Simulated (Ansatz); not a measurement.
A calculation with Ansatz (development build ahead of 0.2.0).

```yaml
crystal:
  periodic: [false, false, false]
  atoms:
    - { symbol: O, position_ang: [0.0, 0.0, 2.6811] }
    - { symbol: Si, position_ang: [0.0, 0.0, 0.0] }
    - { symbol: O, position_ang: [2.5897, 0.0, -0.6939] }
basis:
  gaussian: { orbitals: STO-3G }
magnetization:
  initial_magnetization: 2
hamiltonian:
  xc: hf
```

The input is written out in the form of the current development build from the run's settings.

The run gave:

* Converged: yes
* Total energy: -432.89395 hartree
* Spin squared of the determinant: 2.000
* Stability test: minimum among restricted orbitals

Caution: stretched shape with no unrestricted run beside it, a lower state can exist; other spin multiplicities may lie lower.
